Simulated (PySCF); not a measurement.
# One shape, several levels: NH3 (ammonia)

We compute a comparison of 6 runs (UPBE0/6-31G, r2SCAN/6-31G, CCSDT(Q)/6-31G, NEVPT2(2,2)/6-31G, QCISD(T)/6-31G, CCSD(T)/6-31G) of NH3 (ammonia). 

The results are computed with PySCF 2.14.0.

2 further runs of the same task are left out: 2 set aside as unsound or not needed.

## (1) Starting point

The species is NH3 (4 atoms), meant as a singlet with charge 0. SMILES: `N`. The N1–H2 distance was set to 1.519 Å, away from the relaxed value. At this shape a bond of the SMILES string is far longer than usual.

Bond lengths: N1–H3 1.013 Å, N1–H4 1.013 Å. Angles: H3–N1–H4 107.7°. A long bond or contact: N1–H2 1.519 Å.

## (2) A single-point energy at UPBE0/6-31G (run 1)

File geometry.xyz:

```xyz
4

N     -0.348224     0.514498    -0.214621
H      0.491930    -0.300470     0.753380
H     -1.172024    -0.028952    -0.441031
H      0.188126     0.629918    -1.065771
```

File input.py:

```python
from pyscf import gto, dft

mol = gto.M(
    atom='geometry.xyz',
    verbose=4,
    basis='6-31g',
    spin=0,
    max_memory=1860,
)

calc0 = dft.UKS(mol)
calc0.xc = 'pbe0'
calc0.grids.level = 5
calc0.conv_tol = 1e-10
calc0.kernel()
if not calc0.converged:
    calc0 = calc0.newton().run(calc0.mo_coeff, calc0.mo_occ)
for _ in range(3):
    mo, _, stable, _ = calc0.stability(return_status=True)
    if stable:
        break
    calc0.kernel(calc0.make_rdm1(mo, calc0.mo_occ))

e_tot = calc0.e_tot
print('E = %.10f Eh' % e_tot)
```

Command:

```console
$ OMP_NUM_THREADS=1 python input.py
```

The program printed:

```text
PySCF version 2.14.0

[... 97 lines left out ...]
converged SCF energy = -56.3751650974331  <S^2> = 1.2922996e-12  2S+1 = 1
[... 2 lines left out ...]
E = -56.3751650974 Eh
```

It took 4.8 s on 1 thread of Arm Neoverse V2, shared host; peak memory 0.32 GiB.

## (3) A single-point energy at r2SCAN/6-31G (run 2)

File calc.py:

```python
from pyscf import gto, dft

molecule = gto.Mole()
molecule.atom = [
    ('N', (-0.348224, 0.514498, -0.214621)),
    ('H', (0.491930, -0.300470, 0.753380)),
    ('H', (-1.172024, -0.028952, -0.441031)),
    ('H', (0.188126, 0.629918, -1.065771)),
]
molecule.max_memory = 1860
molecule.basis = '6-31g'
molecule.verbose = 3
molecule.spin = 0
molecule.build()

ks = dft.RKS(molecule, xc='r2scan')
ks.grids.level = 5
ks.conv_tol = 1e-10
ks.kernel()
if not ks.converged:
    ks = ks.newton().run(ks.mo_coeff, ks.mo_occ)

e_final = ks.e_tot
print('Final energy', e_final)
```

Command:

```console
$ OMP_NUM_THREADS=1 python calc.py
```

The program printed:

```text
converged SCF energy = -56.4096432321088
Final energy -56.40964323210876
```

Run time: 1.9 s. Hardware: 1 thread of Arm Neoverse V2, shared host; peak memory 0.17 GiB.

## (4) The energy at CCSDT(Q)/6-31G (run 3)

File job.py:

```python
from pyscf import gto, scf, cc

mol = gto.Mole()
mol.atom = '''
N     -0.348224     0.514498    -0.214621
H      0.491930    -0.300470     0.753380
H     -1.172024    -0.028952    -0.441031
H      0.188126     0.629918    -1.065771
'''
mol.basis = '6-31g'
mol.spin = 0
mol.verbose = 3
mol.max_memory = 1860
mol.build()

mf = scf.RHF(mol)
mf.conv_tol = 1e-10
mf.kernel()
if not mf.converged:
    mf = mf.newton().run(mf.mo_coeff, mf.mo_occ)

mycc = cc.CCSDT(mf, frozen=1)
mycc.kernel()
e_bracket, e_q = mycc.ccsdt_q()
etot = mycc.e_tot + e_q
print('E(%s) = %.9f' % ('CCSDT(Q)', etot))
```

Command:

```console
$ OMP_NUM_THREADS=1 python job.py
```

The program printed:

```text
converged SCF energy = -56.066187599523
_make_eris_incore_RCCSDT

WARN: A large `blksize` is being used, which may cause large memory consumption
      for storing contraction intermediates. If memory is sufficient, consider using
      `pyscf.cc.rccsdt_highm.RCCSDT` instead.

WARN: A large `blksize_oovv` is being used, which may cause large memory consumption
      for storing contraction intermediates. If memory is sufficient, consider using
      `pyscf.cc.rccsdt_highm.RCCSDT` instead.

WARN: A large `blksize_oooo` is being used, which may cause large memory consumption
      for storing contraction intermediates. If memory is sufficient, consider using
      `pyscf.cc.rccsdt_highm.RCCSDT` instead.

RCCSDT converged
E(RCCSDT) = -56.21856794881818   E_corr = -0.1523803492952037
E_corr(same-spin) = -0.0197007492973417
E_corr(oppo-spin) = -0.132679599997862
_make_eris_incore_RCCSDT
E(CCSDT(Q)) = -56.219008811
```

Run time: 0.96 s. Hardware: 1 thread of Arm Neoverse V2, shared host; peak memory 0.11 GiB.

Runs 4 to 5 aren't shown in full; the table further down has their settings and results.

## (5) A single-point energy at CCSD(T)/6-31G (run 6)

File start.xyz:

```xyz
4

N     -0.348224     0.514498    -0.214621
H      0.491930    -0.300470     0.753380
H     -1.172024    -0.028952    -0.441031
H      0.188126     0.629918    -1.065771
```

File run.py:

```python
from pyscf import gto, scf, cc

mol = gto.M(
    atom='start.xyz',
    verbose=3,
    basis='6-31g',
    max_memory=1860,
)

mf = scf.RHF(mol)
mf.conv_tol = 1e-10
mf.kernel()
if not mf.converged:
    mf = mf.newton().run(mf.mo_coeff, mf.mo_occ)

mycc = cc.CCSD(mf, frozen=1)
mycc.kernel()
e_t = mycc.ccsd_t()
e_tot = mycc.e_tot + e_t
print('E = %.10f Eh' % e_tot)
```

Command:

```console
$ OMP_NUM_THREADS=1 python run.py
```

The program printed:

```text
converged SCF energy = -56.066187599523
E(CCSD) = -56.21557913805311  E_corr = -0.1493915385301304
CCSD(T) correction = -0.00279745551194828
E = -56.2183765936 Eh
```

Wall time 0.66 s (1 thread of Arm Neoverse V2, shared host); peak memory 0.1 GiB.

## (6) Overview of the runs

| run | level | follow instability | integration grid | energy (Eh) | dipole moment (D) of the reference | HOMO energy (eV) | LUMO energy (eV) | wall time |
| --- | --- | --- | --- | --- | --- | --- | --- | --- |
| 1 | UPBE0/6-31G | yes | 5 | -56.375165 | 2.14 | -6.84 | -0.50 | 4.8 s |
| 2 | r2SCAN/6-31G | – | 5 | -56.409643 | 2.13 | -5.56 | -1.38 | 1.9 s |
| 3 | CCSDT(Q)/6-31G | – | – | -56.219009 | 2.20 | -11.12 | 3.41 | 0.96 s |
| 4 | NEVPT2(2,2)/6-31G | – | – | -56.207527 | 2.20 | -11.12 | 3.41 | 0.76 s |
| 5 | QCISD(T)/6-31G | – | – | -56.218450 | 2.20 | -11.12 | 3.41 | 0.72 s |
| 6 | CCSD(T)/6-31G | – | – | -56.218377 | 2.20 | -11.12 | 3.41 | 0.66 s |

## (7) Results

| quantity | value |
| --- | --- |
| run 6: total energy | -56.21838 Eh |
| run 6: dipole moment (Hartree–Fock density) | 2.20 D |
| run 6: HOMO energy (Hartree–Fock orbitals) | -11.12 eV |
| run 6: LUMO energy (Hartree–Fock orbitals) | 3.41 eV |
| run 6: HOMO–LUMO gap (Hartree–Fock orbitals) | 14.53 eV |
| run 6: correlation energy (1 core orbital frozen) | -152.2 mEh |
| run 6: (T) correction | -2.80 mEh |
| run 6: T1 diagnostic | 0.012 |

What this shows: Totals of different functionals can't be ranked against each other. All runs together took 9.8 s, the longest 4.8 s.
